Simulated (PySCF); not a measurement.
Molecule: SMILES C1CCCC1, C5H10.

Molfile (atoms numbered from 1):
```
C5H10
     RDKit          3D

 15 15  0  0  0  0  0  0  0  0999 V2000
    0.4436    0.8482    0.8479 C   0  0  0  0  0  0  0  0  0  0  0  0
    1.2725   -0.1730    0.0656 C   0  0  0  0  0  0  0  0  0  0  0  0
    0.2426   -1.1505   -0.5431 C   0  0  0  0  0  0  0  0  0  0  0  0
   -1.1359   -0.4739   -0.3726 C   0  0  0  0  0  0  0  0  0  0  0  0
   -0.8280    0.9744    0.0143 C   0  0  0  0  0  0  0  0  0  0  0  0
    0.1927    0.4512    1.8471 H   0  0  0  0  0  0  0  0  0  0  0  0
    0.9674    1.8043    1.0010 H   0  0  0  0  0  0  0  0  0  0  0  0
    2.0260   -0.6790    0.6877 H   0  0  0  0  0  0  0  0  0  0  0  0
    1.8229    0.3436   -0.7377 H   0  0  0  0  0  0  0  0  0  0  0  0
    0.2658   -2.1276   -0.0371 H   0  0  0  0  0  0  0  0  0  0  0  0
    0.4670   -1.3483   -1.6023 H   0  0  0  0  0  0  0  0  0  0  0  0
   -1.6953   -0.9582    0.4445 H   0  0  0  0  0  0  0  0  0  0  0  0
   -1.7642   -0.5518   -1.2725 H   0  0  0  0  0  0  0  0  0  0  0  0
   -0.6198    1.5747   -0.8887 H   0  0  0  0  0  0  0  0  0  0  0  0
   -1.6572    1.4660    0.5460 H   0  0  0  0  0  0  0  0  0  0  0  0
  1  2  1  0
  2  3  1  0
  3  4  1  0
  4  5  1  0
  5  1  1  0
  1  6  1  0
  1  7  1  0
  2  8  1  0
  2  9  1  0
  3 10  1  0
  3 11  1  0
  4 12  1  0
  4 13  1  0
  5 14  1  0
  5 15  1  0
M  END
```

Geometry PBE0-D3(BJ)/def2-SVP throughout; GIAO in PySCF 2.14, gas phase, one conformer, non-relativistic; equivalent atoms averaged; basis pcSseg-1.

**Question.** How do the shifts δ (against TMS at the same level) depend on the functional? (ppm; last column core-seconds on shared hosts with different chips, so compare them loosely; the GGAs took longer than the global hybrids here, which isn't the general rule, and the cause wasn't traced)

**Answer.** 
```csv
functional,kind,C1/C2/C3/C4/C5,H6/H7/H8/H9/H10/H11/H12/H13/H14/H15,core-s
HF,Hartree–Fock,24.5,1.29,4.5
LDA,LDA,29.0,1.54,13
PBE,GGA,29.6,1.52,16
BLYP,GGA,30.7,1.52,16
BP86,GGA,29.6,1.51,18
OPBE,GGA,28.7,1.51,17
KT2,GGA,28.9,1.50,17
KT3,GGA,29.4,1.50,16
B97-D,GGA,29.8,1.52,17
B3LYP,global hybrid,29.2,1.46,10
PBE0,global hybrid,28.0,1.45,7.3
mPW1PW91,global hybrid,28.1,1.44,10
WP04,global hybrid,30.6,1.39,8.5
B97-2,global hybrid,28.3,1.45,7.7
BHandHLYP,global hybrid,27.3,1.39,7.5
CAM-B3LYP,range-separated hybrid,27.9,1.44,9.8
wB97X-D,range-separated hybrid,27.7,1.42,9.8
LC-wPBE,range-separated hybrid,26.2,1.39,13
```

**Question.** Which nucleus moves most, in ppm?

**Answer.** C1/C2/C3/C4/C5 (sp3 CH2 in a ring): from 24.5 ppm with HF to 30.7 ppm with BLYP. The smallest spread is 0.26 ppm, at H6/H7/H8/H9/H10/H11/H12/H13/H14/H15. Proton shifts span only some 12 ppm, so a few tenths of a ppm matter as much there as several ppm in carbon.
